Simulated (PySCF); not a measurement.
## Telling isomers of C6H10 apart by NMR

No relativistic terms, rapidly exchanging positions averaged, a single conformation, in vacuum. Couplings computed with B3LYP/pcJ-1 (spin–dipole term left out of most H,H and C,H couplings); NMR shieldings at PBE0/pcSseg-1/GIAO; PBE0-D3(BJ)/def2-SVP geometry; PySCF 2.14.

δ = σ(ref) − σ, references computed at the same level: ¹H and ¹³C against TMS. Multiplet labels drop J under 1 Hz and among equivalent protons, and merge close values. Unscaled 3J(H,H) run several per cent high. Shifts are as computed. Against solution values, carbons near 30 ppm lie about +2 ppm off and those near 130 ppm about +5 ppm. Of 1211 compounds with measured shifts, 218 miss one by over three times the rms of a fit or turn the order of signals round; such compounds aren't used in these exercises.

(1) Tabulate the signals of `C=CC/C=C\C`, `C1=CCCCC1` and their relative energies.

(2) What is the quickest way to tell C=CC/C=C\C from C1=CCCCC1?

Results:

(1) 
| SMILES | carbon types | δC | δH | E rel. (kcal/mol) |
| --- | --- | --- | --- | --- |
| C=CC/C=C\C | 3×CH 2×CH2 1×CH3 | 147.0, 136.8, 133.3, 123.0, 36.4, 15.0 | 5.78 (ddt, 1H), 5.63 (dqt, 1H), 5.41 (dtq, 1H), 5.36 (dq, 1H), 5.25 (ddt, 1H), 2.82 (t of sept, 2H), 1.76 (ddt, 3H) | 24.7 |
| C1=CCCCC1 | 2×CH 4×CH2 | 136.0, 27.7, 24.2 | 5.88 (m, 2H), 1.99 (m, 4H), 1.47 (m, 4H) | 0.0 |

Energies are electronic energies at PBE0/pcSseg-1 on these geometries, without zero-point or thermal terms, each for the one conformer computed, which needn't be the lowest.

(2) Count the carbon signals: 6 against 3. The first has a terminal =CH2 carbon at 123.0 ppm, the second an sp3 CH2 in a ring at 24.2 ppm. Their most deshielded carbons lie at 147.0 and 136.0 ppm.
